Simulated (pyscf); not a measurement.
`[BH2][OH]` + `[ClH]` -> `[BH2][OH]` + `[ClH]` (four-centre exchange; singlet surface; H–O, Cl–H broken, H–O, Cl–H formed). Single points on ωB97X-D3(BJ)/def2-SVP structures (PySCF, gas phase). Correlated levels are frozen-core, on RHF or UHF. ΔMP2 is the change of the MP2 total energy from the triple- to the quadruple-zeta basis. Energies in kcal/mol from the separated reactants.

```tsv
level	barrier	reaction energy
ωB97X-D3(BJ)/def2-TZVP	31.8	0.0
r²SCAN/def2-TZVP	…	0.0
B3LYP-D3(BJ)/def2-TZVP	29.3	0.0
M06-2X/def2-TZVP	29.6	0.0
ωB97M-D3(BJ)/def2-TZVP	31.3	0.0
CCSD(T)/def2-TZVPP	34.8	0.0
CCSD(T)/def2-TZVPP + ΔMP2(QZVPP)	…	0.0
```

What belongs in the gaps?


- r²SCAN/def2-TZVP, barrier: 27.6
- CCSD(T)/def2-TZVPP + ΔMP2(QZVPP), barrier: 33.2

Of the functionals in the table, ωB97X-D3(BJ) is closest to CCSD(T)/def2-TZVPP + ΔMP2(QZVPP) in the barrier (1.4 kcal/mol apart) and r²SCAN least close (5.6 kcal/mol); that level has limits of its own. On the reactant side the descent ends in a complex, 4.7 kcal/mol under the separated species and 36.5 kcal/mol under the saddle at ωB97X-D3(BJ)/def2-TZVP. On the product side the descent ends in a complex, 4.7 kcal/mol under the separated species and 36.5 kcal/mol under the saddle at ωB97X-D3(BJ)/def2-TZVP. The same reactants have a lower exit, to H₂B–Cl + H₂O (barrier +17.1 kcal/mol at ωB97M-D3(BJ), against +31.3 kcal/mol here). This is the saddle that the search found; another between the same sides may lie lower. The CCSD(T) − MP2 part came from Ansatz, without density fitting, on the same reference.
